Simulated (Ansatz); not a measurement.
# C3HO2 radical: small, medium and large basis sets

An exercise on one series of results from a longer session: the logs are not shown, and one member is left open.

The runs use Ansatz 0.2.0, Gaussian basis; one geometry, several basis sets.

Levels to be run: PBE0-D4/def2-SVP; ωB97M-V/def2-SVP; PBE0-D4/def2-QZVPP; ωB97M-V/def2-QZVPP; CCSD(T)/cc-pV(D+d)Z; CCSD(T)/cc-pV(T+d)Z; CCSD(T)/cc-pV(Q+d)Z; the functionals' def2-TZVPP values are taken from earlier runs.

## The relaxed structure

The geometry comes from an earlier relaxation with PBE0-D4 in a triple-zeta def2 set; it is a stationary point.

SMILES `C#CO[C]=O`, 6 atoms, charge 0, spin multiplicity 2.

Atoms are counted from 1 here; the program's logs count them from 0.

Bond lengths: C1–C2 1.194 Å, C1–H6 1.063 Å, C2–O3 1.318 Å, O3–C4 1.354 Å, C4–O5 1.169 Å. Angles: C2–C1–H6 179.8°, C1–C2–O3 177.4°, C2–O3–C4 117.6°, O3–C4–O5 130.4°.

Set-up of the first run:

in.yaml reads:

```yaml
crystal:
  periodic: [false, false, false]
  atoms:
    - {symbol: C, position_ang: [-1.351104, -0.394390, 0.606302]}
    - {symbol: C, position_ang: [-0.166988, -0.308364, 0.480435]}
    - {symbol: O, position_ang: [1.146776, -0.243809, 0.391647]}
    - {symbol: C, position_ang: [1.673116, 0.406506, -0.672665]}
    - {symbol: O, position_ang: [1.146736, 0.944865, -1.566569]}
    - {symbol: H, position_ang: [-2.406436, -0.468809, 0.714750]}
basis:
  gaussian: {orbitals: def2-SVP}
magnetization: {spin_polarized: true, initial_magnetization: 1}
hamiltonian: {xc: pbe0, dispersion: d4}
output: {orbitals: {seedname: orbitals}}
```

Launch:

```bash
$ ansatz run in.yaml --threads 2 --pin off --events-out ev --progress --plain --max-ram 32768MiB --backend cpu
```

Steps of the session up to this table: PBE0-D4 in def2-SVP; ωB97M-V in def2-SVP; PBE0-D4 in def2-QZVPP; ωB97M-V in def2-QZVPP.

One of the session's tables, all rows but one given; the rest of the session is left out.

It belongs to the step «Functionals by basis». 

```
functional       basis  HOMO (eV)  LUMO (eV)
   PBE0-D4    def2-SVP      -7.75      -2.93
   PBE0-D4  def2-TZVPP      -7.88      -3.17
   PBE0-D4  def2-QZVPP      -7.90      -3.20
   ωB97M-V    def2-SVP          ?          ?
   ωB97M-V  def2-TZVPP     -10.02      -1.26
   ωB97M-V  def2-QZVPP     -10.04      -1.31
```

**Question.** Estimate the row for ωB97M-V, def2-SVP.

The run gave: HOMO (eV): -9.84; LUMO (eV): -0.88. In the column «HOMO (eV)» it lies between ωB97M-V, def2-TZVPP (-10.02) and PBE0-D4, def2-QZVPP (-7.90).
